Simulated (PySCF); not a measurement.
Ligands exchanged one at a time, Al Cl-I. Isolated molecules, 0 K electronic values unless said otherwise. Strings in code marks are SMILES.

Method: ωB97X-D3(BJ)/def2-TZVP // PBE0-D3(BJ)/def2-TZVP (PySCF). All candidates: neutral, multiplicity 1. Excitations are Tamm–Dancoff values on a coarser integration grid. The basis has no diffuse functions, so Rydberg states are missing or too high.

HOMO: -9.99 eV
T1 excitation (TDA): 4.99 eV
S1 excitation (TDA): 5.24 eV

Problem. Which member has these values?
A. `[I][Al]([I])[I]`
B. `[Cl][Al]([I])[I]`
C. `[Cl][Al]([Cl])[I]`
D. `[Cl][Al]([Cl])[Cl]`

Solution. A, `[I][Al]([I])[I]`. The others give `[Cl][Al]([Cl])[Cl]`: -11.87 eV, 7.03 eV, 7.34 eV; `[Cl][Al]([Cl])[I]`: -10.52 eV, 5.58 eV, 5.95 eV; `[Cl][Al]([I])[I]`: -10.20 eV, 5.24 eV, 5.59 eV
